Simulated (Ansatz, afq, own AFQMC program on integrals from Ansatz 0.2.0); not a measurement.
# GaBr⁺, doublet: AFQMC among the cluster methods

```yaml
atoms:
  - { symbol: Ga, position_ang: [0.0000, 0.0000, 0.0000] }
  - { symbol: Br, position_ang: [0.0000, 0.0000, 2.0340] }
```

Basis cc-pVDZ. Only valence electrons are correlated. Ansatz 0.2.0 and our own AFQMC program on the same integrals; the CISD trial comes from CCSD amplitudes, and released means the phaseless constraint is let go. Error bars are statistical, one sigma. No spin–orbit coupling.

Determinant: UHF, the one that the program's search chose, which needn't be the lowest solution. The geometry is a point of a scan.

No full CI on the walks' own integrals is used here; CCSDT(Q) serves as the reference and is uncertain by about the last step of the cluster series.

Cautions: no relativity below Rb; no spin-orbit coupling; inner d shell frozen.

The T1 diagnostic is 0.0182. The weight of the determinant in the CISD state is 0.916 and the ⟨S²⟩ of the determinant is 0.758. The size of the correlated space is 9 electrons in 26 orbitals.

```csv
level,correlation energy (eV)
MP2,-3.6737
CCSD,-4.0706
CCSD(T),-4.1860
```

**Question.** Estimate where AFQMC with the constraint released lies against CCSD(T) on the same integrals.

**Answer.** 0.68 ± 0.20 kcal/mol below CCSD(T).

Reference: CCSDT(Q), correlation energy -4.211 eV. The released energy is read at 2.40 1/Eh (meV from the phaseless value at times in 1/Eh: 3 ± 9 at 0.24, -8 ± 8 at 0.51, -13 ± 7 at 0.99, -23 ± 9 at 1.62, -16 ± 9 at 2.40).

```csv
level,E − E(reference) (kcal/mol),share of correlation (%)
CCSD(T),0.59,99.40
CCSDT,0.23,99.76
ph-AFQMC/CISD,0.27 ± 0.19,99.72
released AFQMC,-0.09 ± 0.20,100.09
```

A walk keeps the symmetry of its determinant, which the program's search chose and which needn't be the lowest solution, so a lower state of the same spin and another symmetry isn't excluded. Released energies are given only where the last usable release times agree within the noise; a slower fall can still hide under it.
